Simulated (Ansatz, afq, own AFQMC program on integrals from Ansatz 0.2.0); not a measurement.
BSiH2, quartet in cc-pVDZ along one coordinate

```yaml
atoms:
  - { symbol: Si, position_ang: [0.0000, 0.0000, 0.6500] }
  - { symbol: B, position_ang: [0.0000, 0.0000, -1.3428] }
  - { symbol: H, position_ang: [0.0000, -1.0760, -1.8539] }
  - { symbol: H, position_ang: [0.0000, 1.0760, -1.8539] }
```

The Si1–B2 distance is changed with both sides rigid. Energies in kcal/mol count from this geometry (1.993 Å) at the same level; the start stands on UHF, each point on the determinant named.

Basis cc-pVDZ. Only valence electrons are correlated. AFQMC by an in-house program on the Cholesky factors that Ansatz 0.2.0 writes for its CCSD(T) run. The CISD trial takes its coefficients from CCSD amplitudes. Released means that phaseless walkers are propagated on without the constraint, phases kept. ± is one standard error of the sampling.

Cautions, each for one point or more: higher spins were not checked; lower spins were not checked; raised T1 diagnostic.

```json
{"r(Si1–B2) / Å": "1.777", "det.": "UHF", "T1": "0.035", "weight": "0.88", "⟨S²⟩": "3.75", "CCSD(T)": "12.6", "ph-AFQMC/CISD": "13.8 ± 0.3", "released AFQMC": "13.2 ± 0.4*", "CCSDT(Q)": "12.7", "PBE": "10.7", "r2SCAN": "10.3"}
{"r(Si1–B2) / Å": "2.198", "det.": "UHF", "T1": "0.042", "weight": "0.86", "⟨S²⟩": "3.76", "CCSD(T)": "2.7", "ph-AFQMC/CISD": "2.4 ± 0.3", "released AFQMC": "2.5 ± 0.4*", "CCSDT(Q)": "2.6", "PBE": "3.1", "r2SCAN": "3.8"}
{"r(Si1–B2) / Å": "2.723", "det.": "UHF", "T1": "0.043", "weight": "0.85", "⟨S²⟩": "3.77", "CCSD(T)": "25.0", "ph-AFQMC/CISD": "25.6 ± 0.4", "released AFQMC": "24.9 ± 0.5*", "CCSDT(Q)": "24.6", "PBE": "24.4", "r2SCAN": "26.2"}
{"r(Si1–B2) / Å": "3.612", "det.": "UHF", "T1": "0.013", "weight": "0.89", "⟨S²⟩": "3.76", "CCSD(T)": "44.0", "ph-AFQMC/CISD": "45.1 ± 0.3", "released AFQMC": "–", "CCSDT(Q)": "44.4", "PBE": "49.8", "r2SCAN": "50.2"}
{"r(Si1–B2) / Å": "5.440", "det.": "UHF", "T1": "0.009", "weight": "0.90", "⟨S²⟩": "3.76", "CCSD(T)": "48.2", "ph-AFQMC/CISD": "49.4 ± 0.3", "released AFQMC": "–", "CCSDT(Q)": "48.8", "PBE": "59.6", "r2SCAN": "57.7"}
```

Weight is that of the determinant in the CISD state; at the start T1 is 0.040 and the weight 0.87, and ⟨S²⟩ is 3.75. An asterisk marks released energies that aren't shown to be converged. A dash marks a missing value, a released energy that hasn't settled or a functional that sits on another state. Largest departures from CCSDT(Q), at the points where its series has closed: CCSD(T) -0.6 kcal/mol at 5.440 (on UHF), ph-AFQMC/CISD 1.1 kcal/mol at 1.777 (on UHF), PBE 10.8 kcal/mol at 5.440, r2SCAN 8.9 kcal/mol at 5.440. Functionals count only at points shown to share the start's state and spin. In this small basis the wave-function levels are far from their limit, so their gap to the functionals isn't the functionals' error.

Some points may be missing: those where a free walk finds a much lower state, and past Zn most of those on another determinant than at the start.

A walk keeps the symmetry of its determinant, which the program's search chose and which needn't be the lowest solution, so a lower state of the same spin and another symmetry isn't excluded.
